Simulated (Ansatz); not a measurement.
Rhombohedral A7 As, treated with PBE (Ansatz, a quantum-chemistry and plane-wave program, PAW).

Numerical settings: plane-wave cutoff 520 eV, 20×20×20 k mesh, Fermi–Dirac smearing 0.072 eV (set by the program), scalar-relativistic PAW data made under PBE.

Cell (measured lattice):

```yaml
crystal:
  lattice:
    - [1.87995, 1.08539, 3.51527]
    - [-1.87995, 1.08539, 3.51527]
    - [0.00000, -2.17078, 3.51527]
  atoms:
    - { symbol: As, position: [0.22830, 0.22830, 0.22830] }
    - { symbol: As, position: [0.77170, 0.77170, 0.77170] }
```

Problem. Predict the elastic constant C12, polycrystal shear modulus (Hill average), elastic constant C44, elastic constant C11, elastic constant C13, elastic constant C33 and elastic constant C66.

Solution. 
elastic constant C12: 45.8 GPa
polycrystal shear modulus (Hill average): 29.6 GPa
elastic constant C44: 39.2 GPa
elastic constant C11: 132 GPa
elastic constant C13: 35.3 GPa
elastic constant C33: 39.3 GPa
elastic constant C66: 43.3 GPa

Note: the cell isn't this level's own, so it is under some stress, which shifts stiffness and frequencies.

Elastic constants are with the ions relaxed.

Static lattice: no zero-point or thermal effects.

The result took very roughly 50 core-minutes.
